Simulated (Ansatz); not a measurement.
Ansatz (a program for electronic structure) input (B3LYP/6-31G*):

Ansatz 0.2 input:
```yaml
crystal:
  periodic: [false, false, false]
  atoms:
    - {symbol: N, position_ang: [0.00159167, 0.00124015, 1.33862038]}
    - {symbol: C, position_ang: [-0.00164628, -0.00128270, -1.38454824]}
    - {symbol: C, position_ang: [0.00454094, 1.14182373, 0.65581616]}
    - {symbol: C, position_ang: [-0.00297884, -1.14060661, 0.65793964]}
    - {symbol: C, position_ang: [-0.00486242, -1.20833868, -0.74203708]}
    - {symbol: C, position_ang: [0.00309513, 1.20696169, -0.74428417]}
    - {symbol: H, position_ang: [0.00825189, 2.05866771, 1.23698913]}
    - {symbol: H, position_ang: [-0.00530568, -2.05637217, 1.24081758]}
    - {symbol: H, position_ang: [-0.00861285, -2.16324948, -1.25072209]}
    - {symbol: H, position_ang: [0.00563376, 2.16092832, -1.25474511]}
basis:
  gaussian:
    orbitals: 6-31G*
hamiltonian:
  xc: {name: B3LYP}
magnetization: {spin_polarized: true, initial_magnetization: 1}
relax: {f_tol: 0.003, max_steps: 120}
```

### Question
Predict the final energy.

### Answer
-247.59875 Eh.
